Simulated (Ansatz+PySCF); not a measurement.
A calculation with Ansatz (development build ahead of 0.2.0).

```yaml
crystal:
  periodic: [false, false, false]
  atoms:
    - { symbol: C, position_ang: [0.0, 0.0, 0.0] }
    - { symbol: O, position_ang: [0.0, 0.0, 1.22118] }
    - { symbol: O, position_ang: [0.0, 0.0, -1.22118] }
basis:
  gaussian: { orbitals: cc-pVTZ }
total_charge: 1
magnetization:
  initial_magnetization: 1
hamiltonian:
  xc: hf
correlation:
  method: mp2
  frozen_orbitals: { C: 1, O: 1 }
output:
  forces: true
```

The input is written out in the form of the current development build from the run's settings. Correlation on restricted open-shell orbitals is semicanonical, with singles.

Results

```yaml
Converged: yes
Reference_energy: -187.20092 hartree
Correlation_energy: -0.57811 hartree
Total_energy: -187.77904 hartree
Spin_squared_of_the_determinant: 0.750
Stability_test: minimum among restricted orbitals
```

Forces (eV/Å):
```csv
atom,Fx,Fy,Fz
C1,0.000,0.000,-3.669
O2,0.000,0.000,-1.616
O3,0.000,0.000,5.285
```

Caution: an unrestricted determinant lies well below; forces differ strongly between restricted and unrestricted references; MP2 on this radical cation hangs on the determinant chosen; the determinant breaks the point group; another reference gives a lower total.
